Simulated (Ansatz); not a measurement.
Reaction (hydrogen abstraction from a C–H bond): `CC(F)CF` + H• → `C[C](F)CF`• + H₂

Computed with Ansatz on PBE0-D4/def2-TZVP structures; ΔE is electronic, products minus reactants. CBS: MP2 limit from def2 TZ/QZ plus the TZ coupled-cluster correction, frozen cores. This one scheme is used for every species, atoms too. Functionals use def2-TZVPP. Open shells (•) are unrestricted, without spin–orbit coupling. Each species was taken in one conformer, which may not be the lowest.

```
             level  ΔE (kcal/mol)  difference from CCSD(T)/CBS
       LDA (SPW92)           -4.9                         -0.5
           PBE0-D4           -5.6                         -1.2
          PBE-QIDH           -2.9                          1.5
              BLYP          -12.4                         -8.0
         CAM-B3LYP           -7.9                         -3.5
           LC-ωPBE           -5.5                         -1.1
      MP2/def2-SVP            2.4                          6.8
SCS-MP2/def2-TZVPP           -1.3                          3.1
     HF/def2-QZVPP           -2.9                          1.5
    MP2/def2-QZVPP            0.3                          4.7
       CCSD(T)/CBS           -4.4                            0
```

What do rigid-rotor, harmonic-oscillator terms from PBE0-D4/def2-TZVP frequencies (298.15 K, 1 bar) make of the CCSD(T)/CBS value? (Best estimate.)

Ansatz gave: ΔZPE = -2.3 kcal/mol, ΔH = -6.0 kcal/mol, ΔS = 30 J/(mol·K), ΔG = -8.1 kcal/mol. Open shells count their whole term as degenerate.

Largest T1 diagnostic among the species: 0.014.

From PBE to PBE0 (25 % exact exchange), in def2-TZVPP and without D4, ΔE moves by +1.9 kcal/mol. Leaving LDA and LC-ωPBE aside and taking each functional with its dispersion term where it has one, the values, not all of them listed here, spread over 8.7 kcal/mol, from BLYP-D4 to PBE-QIDH. LDA lies +2.8 kcal/mol from PBE without D4. At CCSD(T), def2-SVP lies +2.4 kcal/mol from the extrapolated value and def2-TZVPP +0.1 kcal/mol.
